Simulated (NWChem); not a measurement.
# S12g-own D3(0)/SBKJC-VDZ (core potential, Cartesian functions) run of AlH3O (AlH2(OH))

Wanted: molecular dynamics of AlH3O (AlH2(OH)). The job is set up through an ASE script.

The calculation is run with NWChem 7.3.0.

### 1 Starting point

AlH3O: 5 atoms, total charge 0, spin state singlet. SMILES: `[H][Al]([H])[OH]`. The shape comes from GFN2-xTB, which is rough for such elements, and wasn't checked as a minimum. The run starts from this shape.

Bond lengths: Al1–O4 1.636 Å, Al1–H2 1.532 Å, Al1–H3 1.531 Å, O4–H5 0.949 Å. Angles: Al1–O4–H5 179.6°, H2–Al1–O4 120.0°, H3–Al1–O4 120.0°, H2–Al1–H3 120.0°.

### 2 A short trajectory at S12g-own D3(0)/SBKJC-VDZ (core potential, Cartesian functions)

File run.py:

```python
from ase import Atoms
from ase.calculators.nwchem import NWChem
from ase import units
import numpy as np
from ase.md.velocitydistribution import MaxwellBoltzmannDistribution, Stationary, ZeroRotation
from ase.md.verlet import VelocityVerlet

molecule = Atoms(['Al', 'H', 'H', 'O', 'H'], positions=[
    [0.271770, 0.451120, -0.109270],
    [1.798980, 0.417230, -0.221380],
    [-0.481020, 1.769010, -0.311810],
    [-0.555450, -0.920030, 0.226660],
    [-1.034280, -1.717330, 0.415800],
])

calc = NWChem(
    label='m1',
    theory='dft',
    memory='2200 mb',
    basis='"sbkjc vdz ecp"',
    ecp={'Al library': '"sbkjc ecp"', 'O library': '"sbkjc ecp"'},
    dft={'xc': 's12g', 'mult': '1', 'grid': 'coarse', 'convergence': 'energy 1e-06', 'print': 'low'},
)
molecule.calc = calc

MaxwellBoltzmannDistribution(molecule, temperature_K=100, rng=np.random.default_rng(7539))
Stationary(molecule)
ZeroRotation(molecule)
dyn = VelocityVerlet(molecule, timestep=0.25 * units.fs, trajectory="opt.traj", logfile="-")
dyn.run(25)
```

Started as:

```
export ASE_NWCHEM_COMMAND="nwchem PREFIX.nwi > PREFIX.nwo"
python run.py
```

Standard output:

```text
run.py:26: DeprecationWarning: Use thermalize_momenta
  MaxwellBoltzmannDistribution(molecule, temperature_K=100, rng=np.random.default_rng(7539))
Time[ps]      Etot[eV]     Epot[eV]     Ekin[eV]    T[K]
0.0000        -538.5109    -538.5628       0.0519    80.3
0.0003        -538.5109    -538.5573       0.0464    71.8
0.0005        -538.5109    -538.5537       0.0429    66.3
0.0007        -538.5109    -538.5521       0.0412    63.8
0.0010        -538.5113    -538.5529       0.0416    64.4
0.0013        -538.5114    -538.5553       0.0439    68.0
0.0015        -538.5114    -538.5595       0.0482    74.5
0.0018        -538.5114    -538.5656       0.0543    84.0
0.0020        -538.5114    -538.5734       0.0621    96.0
0.0022        -538.5114    -538.5828       0.0714   110.4
0.0025        -538.5114    -538.5934       0.0820   126.8
0.0028        -538.5114    -538.6049       0.0935   144.7
0.0030        -538.5115    -538.6171       0.1057   163.5
0.0032        -538.5115    -538.6295       0.1180   182.6
0.0035        -538.5115    -538.6417       0.1302   201.4
0.0037        -538.5115    -538.6533       0.1417   219.3
0.0040        -538.5116    -538.6638       0.1523   235.6
0.0043        -538.5116    -538.6730       0.1614   249.8
0.0045        -538.5116    -538.6805       0.1689   261.3
0.0047        -538.5116    -538.6861       0.1745   270.0
0.0050        -538.5116    -538.6897       0.1781   275.6
0.0052        -538.5116    -538.6913       0.1797   278.0
0.0055        -538.5116    -538.6909       0.1794   277.5
0.0057        -538.5116    -538.6888       0.1773   274.3
0.0060        -538.5115    -538.6853       0.1737   268.8
0.0063        -538.5115    -538.6805       0.1690   261.5
```

The calculator wrote m1.nwi:

```
title "m1"

permanent_dir m1

scratch_dir m1

start m1

geometry units angstrom nocenter noautosym noautoz
  Al 2.7737321702073986e-01 4.5258580141291543e-01 -1.1192451897223170e-01
  H  1.9477958366518671e+00 5.2966429358236289e-01 -2.3914861373484356e-01
  H  -5.1561837801579413e-01 1.8897312164982996e+00 -3.1669375119727800e-01
  O  -5.7183292504125827e-01 -9.3576314746260147e-01 2.3270894202488365e-01
  H  -1.0384510142801051e+00 -1.7400038492309275e+00 4.1349961282975800e-01
end

memory 2200 mb

basis noprint
   * library "sbkjc vdz ecp"
end

ecp
  Al library "sbkjc ecp"
  O library "sbkjc ecp"
end
dft
  xc s12g
  mult 1
  grid coarse
  convergence energy 1e-06
  print low
end

task dft gradient
```

m1.nwo:

```text
Northwest Computational Chemistry Package (NWChem) 7.3.0
             --------------------------------------------------------

           Job information
           ---------------

    nwchem branch   = 7.3.0
    use scalapack   = T
    input           = m1.nwi
    prefix          = m1.
    data base       = m1/m1.db
    status          = startup
    nproc           =        1

           Memory information
           ------------------

    heap     =     72089600 doubles =      550.0 Mbytes
    stack    =     72089597 doubles =      550.0 Mbytes
    global   =    144179200 doubles =     1100.0 Mbytes (distinct from heap & stack)
    total    =    288358397 doubles =     2200.0 Mbytes
    verify   = yes
    hardfail = no

           Directory information
           ---------------------

  0 permanent = m1
  0 scratch   = m1

[... 31 lines left out ...]
            Nuclear Dipole moment (a.u.)
[... 55 lines left out ...]
   convergence    iter        energy       DeltaE   RMS-Dens  Diis-err    time
[... 11 lines left out ...]
         Total DFT energy =      -19.796144332229
      One electron energy =      -59.221805959049
           Coulomb energy =       30.563080818674
    Exchange-Corr. energy =       -5.375746817607
 Nuclear repulsion energy =       14.238910373526

    Dispersion correction =       -0.000582747773

 Numeric. integr. density =       11.999999153658

     Total iterative time =      0.7s

                         DFT ENERGY GRADIENTS

    atom               coordinates                        gradient
                 x          y          z           x          y          z
   1 Al      0.524159   0.855263  -0.211507   -0.019215  -0.029894   0.006160
   2 H       3.680800   1.000920  -0.451925    0.009967   0.005227  -0.001332
   3 H      -0.974377   3.571074  -0.598464   -0.000012   0.006752  -0.000901
   4 O      -1.080608  -1.768336   0.439756    0.002283   0.005336  -0.001003
   5 H      -1.962388  -3.288130   0.781401    0.006977   0.012579  -0.002924

 Task  times  cpu:        0.9s     wall:        0.9s
 Total times  cpu:        1.0s     wall:        1.0s
```

It took 37 s on 1 thread of Intel Xeon Platinum 8175M at 2.50GHz (Skylake/Cascade Lake), shared host; peak memory 0.12 GiB.

Step by step:

```csv
step,potential energy change (eV),largest force (eV/Å)
0,0.0000,1.5440
2,0.0090,1.8388
4,0.0098,2.1366
6,0.0032,2.3889
8,-0.0107,2.5587
10,-0.0306,2.6208
12,-0.0543,2.5627
14,-0.0789,2.3837
16,-0.1011,2.0947
18,-0.1177,1.7187
20,-0.1269,1.7751
22,-0.1282,1.8237
24,-0.1225,1.8499
25,-0.1177,1.8546
```

### 3 Results

Level: S12g-own D3(0)/SBKJC-VDZ (core potential, Cartesian functions).

| quantity | value |
| --- | --- |
| potential energy of the last frame | -19.79614 Eh |
